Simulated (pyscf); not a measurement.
**Routes from HF + F–C•(F)–F**

Candidate steps break at most two bonds and form at most two. Each was searched with GFN2-xTB (tblite) first. Optimised with ωB97X-D3(BJ)/def2-SVP in PySCF. Energies: ωB97M-D3(BJ)/def2-TZVP, eV, from the separated reactants, doublet surface.

```
products                                       type   ΔE‡     ΔE  ΔG‡ 298 K  ΔG‡ 900 K  ν‡ (cm⁻¹)
--------------------------  -----------------------  ----  -----  ---------  ---------  ---------
F–C(F)(F)–F + H•                      atom transfer  2.08  +0.25       2.35       3.20      1899i
HF + F–C•(F)–F                 four-centre exchange  2.45   0.00       2.78       3.56       622i
HF + F–C:–F [singlet] + F•  concerted fragmentation  3.84  +3.64       4.11       4.80       792i
```

Plain bond fissions and candidates not yet searched are not listed, and one of them may be faster. Each barrier is that of the saddle found; lower ones may exist. Left out: orbital degeneracy and the spin-orbit lowering of F.
